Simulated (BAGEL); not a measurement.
# ROHF/6-311+G(d,p) (density fitting with qzvpp-jkfit) run of SiNH4S (SMILES N[SiH2][S])

Aim: the vertical doublet–quartet gap of SiNH4S at ROHF/6-311+G** (density fitting with qzvpp-jkfit), from 2 runs. 

Program for the calculation: BAGEL 1.2.2.

### 1 The molecule

The species is SiNH4S (7 atoms), meant as a doublet with charge 0. SMILES: `N[SiH2][S]`. The shape is that of a PBE0-D4/def2-TZVP optimisation. This is one conformer, not always the lowest.

Bond lengths: N1–Si2 1.724 Å, Si2–S3 2.123 Å, N1–H4 1.009 Å, N1–H5 1.009 Å, Si2–H6 1.483 Å, Si2–H7 1.483 Å. Angles: N1–Si2–S3 104.9°, N1–Si2–H6 108.6°, N1–Si2–H7 108.6°, S3–Si2–H6 112.0°, S3–Si2–H7 112.0°, Si2–N1–H4 119.1°, Si2–N1–H5 119.1°, H6–Si2–H7 110.4°, H4–N1–H5 110.8°.

### 2 A single-point energy at ROHF/6-311+G(d,p) (density fitting with qzvpp-jkfit)

Contents of input.json:

```json
{ "bagel" : [

{
  "title" : "molecule",
  "basis" : "6-311+gss.json",
  "df_basis" : "qzvpp-jkfit",
  "angstrom" : "true",
  "geometry" : [
    { "atom" : "N", "xyz" : [   -0.745300,    0.024700,   -0.769600 ] },
    { "atom" : "Si", "xyz" : [    0.651700,   -0.008000,    0.239500 ] },
    { "atom" : "S", "xyz" : [   -0.104200,   -0.184300,    2.215000 ] },
    { "atom" : "H", "xyz" : [   -1.342400,    0.837600,   -0.753400 ] },
    { "atom" : "H", "xyz" : [   -1.289700,   -0.817300,   -0.880200 ] },
    { "atom" : "H", "xyz" : [    1.406500,    1.253500,    0.044800 ] },
    { "atom" : "H", "xyz" : [    1.484600,   -1.174200,   -0.141800 ] }
  ]
},
{
  "title" : "rohf",
  "nopen" : 1
},
{
  "title" : "print",
  "file" : "orbitals.molden",
  "orbitals" : "true"
}

]}
```

The basis set 6-311+G** is read from a file made from the Basis Set Exchange's data (not shown).

On the command line:

```console
$ BAGEL_NUM_THREADS=1 BAGEL input.json > input.out
```

Log:

```text
* using 1 threads per process

  ===============================================================
  ===============================================================

  *** Geometry ***

  { "atom" : "N", "xyz" : [     -1.408413,      0.046676,     -1.454333 ] },
  { "atom" : "Si", "xyz" : [      1.231535,     -0.015118,      0.452589 ] },
  { "atom" : "S", "xyz" : [     -0.196909,     -0.348277,      4.185743 ] },
  { "atom" : "H", "xyz" : [     -2.536768,      1.582835,     -1.423720 ] },
  { "atom" : "H", "xyz" : [     -2.437180,     -1.544473,     -1.663337 ] },
  { "atom" : "H", "xyz" : [      2.657900,      2.368772,      0.084660 ] },
  { "atom" : "H", "xyz" : [      2.805487,     -2.218916,     -0.267963 ] },

  Number of auxiliary basis functions:      405

  Since a DF basis is specified, we compute 2- and 3-index integrals:
    o Being stored without compression. Storage requirement is 0.036 GB

  Number of basis functions:      106
  Number of electrons      :       41

    * METHOD: MOLECULE                             0.18

  *** Open-shell HF ***

  === Nuclear Repulsion ===
   143.5444204891

      * DIIS with orbital gradients will be used.

  === ROHF iteration (6-311+gss.json) ===
      0       -742.96846998          0.05722904           0.13
      1       -743.17308666          0.03857683           0.13
      2       -743.24892807          0.02445344           0.13
      3       -743.29412830          0.00150311           0.13
      4       -743.29499039          0.00037721           0.12
      5       -743.29507806          0.00009147           0.12
      6       -743.29508905          0.00002640           0.12
      7       -743.29509061          0.00000555           0.12
      8       -743.29509086          0.00000178           0.12
      9       -743.29509089          0.00000063           0.14
     10       -743.29509088          0.00000020           0.12
     11       -743.29509087          0.00000015           0.12
     12       -743.29509087          0.00000015           0.13
     13       -743.29509087          0.00000015           0.13
     14       -743.29509088          0.00000015           0.13
     15       -743.29509088          0.00000015           0.13
     16       -743.29509088          0.00000015           0.13
     17       -743.29509087          0.00000014           0.13
     18       -743.29509087          0.00000013           0.13
     19       -743.29509087          0.00000011           0.13
     20       -743.29509087          0.00000008           0.13
     21       -743.29509087          0.00000004           0.13
     22       -743.29509087          0.00000003           0.13
     23       -743.29509087          0.00000001           0.13
    * SCF iteration converged.

    * S^2 (ROHF) is 0.7500

    * Permanent dipole moment:
           (    0.135400,    -0.025678,     0.386437) a.u.

    * METHOD: ROHF                                 3.23

    * METHOD: PRINT                                0.03

  ===============================================================
```

Wall time 3.6 s (1 thread of Arm Neoverse V1, shared host); peak memory 0.12 GiB.

### 3 The quartet, same level

Contents of job.json:

```json
{ "bagel" : [

{
  "title" : "molecule",
  "basis" : "6-311+gss.json",
  "df_basis" : "qzvpp-jkfit",
  "angstrom" : true,
  "geometry" : [
    { "atom" : "N", "xyz" : [      -0.745300,       0.024700,      -0.769600 ] },
    { "atom" : "Si", "xyz" : [       0.651700,      -0.008000,       0.239500 ] },
    { "atom" : "S", "xyz" : [      -0.104200,      -0.184300,       2.215000 ] },
    { "atom" : "H", "xyz" : [      -1.342400,       0.837600,      -0.753400 ] },
    { "atom" : "H", "xyz" : [      -1.289700,      -0.817300,      -0.880200 ] },
    { "atom" : "H", "xyz" : [       1.406500,       1.253500,       0.044800 ] },
    { "atom" : "H", "xyz" : [       1.484600,      -1.174200,      -0.141800 ] }
  ]
},

{ "title" : "rohf", "nopen" : 3 },

{ "title" : "print", "file" : "orbitals.molden", "orbitals" : true }

]}
```

The basis set 6-311+G** is read from a file made from the Basis Set Exchange's data (not shown).

On the command line:

```console
$ BAGEL_NUM_THREADS=1 BAGEL job.json > job.out
```

Log:

```text
* using 1 threads per process

  ===============================================================
  ===============================================================

  *** Geometry ***

  { "atom" : "N", "xyz" : [     -1.408413,      0.046676,     -1.454333 ] },
  { "atom" : "Si", "xyz" : [      1.231535,     -0.015118,      0.452589 ] },
  { "atom" : "S", "xyz" : [     -0.196909,     -0.348277,      4.185743 ] },
  { "atom" : "H", "xyz" : [     -2.536768,      1.582835,     -1.423720 ] },
  { "atom" : "H", "xyz" : [     -2.437180,     -1.544473,     -1.663337 ] },
  { "atom" : "H", "xyz" : [      2.657900,      2.368772,      0.084660 ] },
  { "atom" : "H", "xyz" : [      2.805487,     -2.218916,     -0.267963 ] },

  Number of auxiliary basis functions:      405

  Since a DF basis is specified, we compute 2- and 3-index integrals:
    o Being stored without compression. Storage requirement is 0.036 GB

  Number of basis functions:      106
  Number of electrons      :       41

    * METHOD: MOLECULE                             0.18

  *** Open-shell HF ***

  === Nuclear Repulsion ===
   143.5444204891

      * DIIS with orbital gradients will be used.

  === ROHF iteration (6-311+gss.json) ===
      0       -742.62027231          0.06005868           0.12
      1       -742.45482791          0.07431887           0.13
      2       -742.33403951          0.08068109           0.13
      3       -743.05030715          0.01591064           0.13
      4       -743.08918389          0.00348777           0.13
      5       -743.09274139          0.00117146           0.13
      6       -743.09390005          0.00045544           0.13
      7       -743.09427726          0.00021682           0.13
      8       -743.09437368          0.00009107           0.13
      9       -743.09438816          0.00004510           0.13
     10       -743.09438996          0.00002325           0.13
     11       -743.09438882          0.00001270           0.13
     12       -743.09438897          0.00000543           0.13
     13       -743.09438783          0.00000268           0.13
     14       -743.09438780          0.00000179           0.13
     15       -743.09438777          0.00000146           0.13
     16       -743.09438783          0.00000135           0.13
     17       -743.09438779          0.00000134           0.13
     18       -743.09438778          0.00000134           0.13
     19       -743.09438777          0.00000131           0.12
     20       -743.09438776          0.00000118           0.13
     21       -743.09438773          0.00000086           0.12
     22       -743.09438773          0.00000069           0.13
     23       -743.09438770          0.00000028           0.13
     24       -743.09438771          0.00000021           0.12
     25       -743.09438771          0.00000012           0.13
     26       -743.09438771          0.00000007           0.13
     27       -743.09438771          0.00000005           0.13
     28       -743.09438771          0.00000004           0.13
     29       -743.09438771          0.00000003           0.13
     30       -743.09438771          0.00000001           0.13
     31       -743.09438771          0.00000001           0.13
    * SCF iteration converged.

    * S^2 (ROHF) is 3.7500

    * Permanent dipole moment:
           (   -0.884053,    -0.011417,    -0.216062) a.u.

    * METHOD: ROHF                                 4.28

    * METHOD: PRINT                                0.03

  ===============================================================
```

Wall time 4.8 s (1 thread of Arm Neoverse V1, shared host); peak memory 0.12 GiB.

### 4 Summary of results

At ROHF/6-311+G** (density fitting with qzvpp-jkfit):

| quantity | value |
| --- | --- |
| doublet: total energy | -743.29509 Eh |
| doublet: dipole moment | 1.04 D |
| doublet: ⟨S²⟩ | 0.750 |
| quartet: total energy | -743.09439 Eh |
| quartet: dipole moment | 2.31 D |
| quartet: ⟨S²⟩ | 3.750 |
| vertical energy of the quartet above the doublet | 5.461 eV |

In words: At this shape the quartet lies 5.46 eV (527 kJ/mol) above the doublet.
